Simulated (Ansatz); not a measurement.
Chalcopyrite CuGaSe₂, treated with LC-ωPBE (Ansatz, a program for electronic structure, plane waves, PAW).

Run with plane-wave cutoff 460 eV, 6×6×6 k mesh, Fermi–Dirac smearing 0.01 eV, no spin polarisation, scalar-relativistic PAW data made under PBE.

Cell (measured lattice):

Space group I-42d (No. 122); a = 5.619 Å, b = 5.619 Å, c = 11.026 Å, α = 90.00°, β = 90.00°, γ = 90.00°

```json
[
 {"atom": "Ga", "site": "4b", "symmetry": "-4..", "x": "0.0000", "y": "0.0000", "z": "0.5000"},
 {"atom": "Cu", "site": "4a", "symmetry": "-4..", "x": "0.0000", "y": "0.0000", "z": "0.0000"},
 {"atom": "Se", "site": "8d", "symmetry": ".2.", "x": "0.2506", "y": "0.2500", "z": "0.1250"}
]
```
(The calculation used a cell of 8 atoms; values per cell refer to that cell.)

Estimate the band gap that the calculation returns.


* **band gap**: 5.91 eV (on the SCF k mesh) (direct)

Measured, for comparison: band gap 1.67 eV (temperature not stated, not corrected to a static lattice, direct or pseudo-direct at Γ; as tabulated in Ghosh et al. (2024), arXiv:2401.16805).

Note: cell and atoms aren't relaxed at this level (largest force component 0.29 eV/Å, pressure -2.6 GPa).

Spin–orbit coupling is not included.

Static lattice: no zero-point or thermal effects.
